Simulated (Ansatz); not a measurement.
methyl formate cation (C₂H₄O₂), SMILES COC=O (connectivity only; charge and spin as stated), charge +1, multiplicity 2.

Coordinates come from a B3LYP-D3(BJ)/def2-SVP optimisation. The spin state was assumed, not searched. One conformer was computed; it need not be the lowest.

Two levels are set side by side: PBE/def2-SVPD (Ansatz, an electronic-structure program) and CAM-B3LYP/def2-SVPD (Ansatz). Energy differences of separate SCF runs at the same geometry; the states with an electron removed or added have multiplicity 3 and 1. Differences are taken from unrounded values.

```tsv
quantity	CAM-B3LYP
vertical ionisation energy (eV)	19.42
vertical electron affinity (eV)	10.47
```

**Question.** What does PBE give, and how far is it from CAM-B3LYP? (Estimate from the structure and the level; the computed values follow.)

**Answer.** 
```tsv
quantity	PBE	PBE minus CAM-B3LYP
vertical ionisation energy (eV)	18.91	-0.51
vertical electron affinity (eV)	10.37	-0.09
```
